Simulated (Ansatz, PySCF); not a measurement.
Isomers of C3H3N. Gas-phase values, no solvent. Strings in code marks are SMILES.

Quantity: electronic energy of isomers of C3H3N relative to `C=CC#N`, in kcal/mol. The restricted reference of `C=CC#N`, `[H]/N=C\C#C`, `C#CN=C` and `C=C=C=N` is unstable towards unrestricted orbitals.

Level 1: frozen-core CCSD(T)/cc-pVTZ // B3LYP-D3(BJ)/def2-TZVP (Ansatz, a first-principles code)
Level 2: frozen-core CCSD(T)/6-31g // B3LYP-D3(BJ)/def2-TZVP (Ansatz)
Level 3: PBE-D3(BJ)/def2-TZVP // B3LYP-D3(BJ)/def2-TZVP (PySCF)
Level 4: B3LYP/6-31G* // B3LYP-D3(BJ)/def2-TZVP (PySCF)

```csv
species,level 1,level 2,level 3,level 4
`C=C=C=N`,40.7,[?],[?],35.8
`N=c1cc1`,51.5,71.3,41.9,48.6
`C#CN=C`,44.1,49.5,[?],41.7
`[H]/N=C\C#C`,34.6,38.1,[?],36.4
```

Q: Fill in the missing entries.

A: 
- `C=C=C=N`, level 2: 46.8
- `C=C=C=N`, level 3: 29.8
- `C#CN=C`, level 3: 38.8
- `[H]/N=C\C#C`, level 3: 32.5
